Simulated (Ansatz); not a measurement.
# PBE's record on a set of transition metals

PBE against measured values, property by property (Ansatz, an electronic-structure program). The last column gives the other level that did best, with its mean absolute difference against PBE's on the solids that both have (their number in brackets).

| property | solids | mean difference | mean (median) absolute difference | sign | best other level |
|---|---|---|---|---|---|
| bulk modulus | 22 | -2.8 % | 6.8 % (3.3) | 5 high, 17 low | r²SCAN: 6.3 % against 6.8 % (22), no clear gain |
| elastic constant C11 | 15 | -4.2 % | 8.5 % (7.7) | 4 high, 10 low, 1 equal | r²SCAN: 6.6 % against 8.1 % (12), no clear gain |
| elastic constant C44 | 15 | -13.3 % | 13.4 % (13.1) | 1 high, 14 low | PBEsol: 10.7 % against 13.4 % (15), no clear gain |
| cohesive energy | 14 | +0.02 eV/atom | 0.26 eV/atom (0.22) | 5 high, 8 low, 1 equal | r²SCAN: 0.38 eV/atom against 0.26 eV/atom (14), no clear gain |
| equilibrium volume per atom | 9 | +0.8 % | 1.3 % (0.9) | 5 high, 4 low | r²SCAN+rVV10: 1.0 % against 1.3 % (9) |
| lattice constant a | 15 | +0.76 % | 1.02 % (0.79) | 12 high, 3 low | r²SCAN+rVV10: 0.58 % against 1.02 % (15) |

Solids in one row or more: fcc Ag, fcc Au, hcp Co, antiferromagnetic bcc Cr, fcc Cu, bcc Fe, hcp Hf, fcc Ir, bcc Mo, bcc Nb, fcc Ni, hcp Os, fcc Pd, fcc Pt, hcp Re, fcc Rh, hcp Ru, hcp Sc, bcc Ta, hcp Tc, hcp Ti, bcc V, bcc W, hcp Y, hcp Zr. Levels weighed for the last column, where run on half the solids or more at the same kind of cell (single points on PBE's cell aren't): HSE06, LDA, PBE-D3(BJ), PBE0, PBEsol, r²SCAN, r²SCAN+rVV10.

On these sets a large gain over PBE shows for the lattice constant a (r²SCAN+rVV10).

References are for low temperature or a static lattice.

Solids of the class with a measured value and a result at some level that aren't in a row (solids kept for tests aside; warm or disputed references, doubts on the run, spin–orbit coupling left out, not run): bulk modulus 4, elastic constant C11 8, elastic constant C44 8, cohesive energy 12, equilibrium volume per atom 0, lattice constant a 11; these can be a level's worst cases. Cells are each level's own unless a row says otherwise.

Ansatz's density-functional and Hartree–Fock values are scalar-relativistic unless marked +SOC, with PAW data made under PBE.

References as tabulated in Mejia-Rodriguez and Trickey (2018), arXiv:1807.09216; doi:10.1021/acs.jctc.3c00612; Lejaeghere et al. (2013), arXiv:1204.2733; Levämäki et al. (2014), arXiv:1402.3671 and others.
